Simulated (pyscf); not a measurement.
Structures and frequencies: ωB97X-D3(BJ)/def2-SVP in PySCF.

Q: How much does it cost (ΔH, 298 K, ωB97M-D3(BJ)/def2-TZVP) to split H₂N–Si(NH₂)(SH)–Cl (SMILES N[Si](N)(S)Cl) at its S–Si bond into H₂N–Si•(NH₂)–Cl + SH•?

A: S–Si to H₂N–Si•(NH₂)–Cl + SH•: 398.6 kJ/mol. The 7 functionals that were run give +371.7 (PBE) to +407.4 kJ/mol (ωB97X-D3(BJ)/def2-TZVP). Other isomers of H₂N–Si•(NH₂)–Cl were not searched in full and may lie lower. Left out: the spin-orbit lowering of SH.
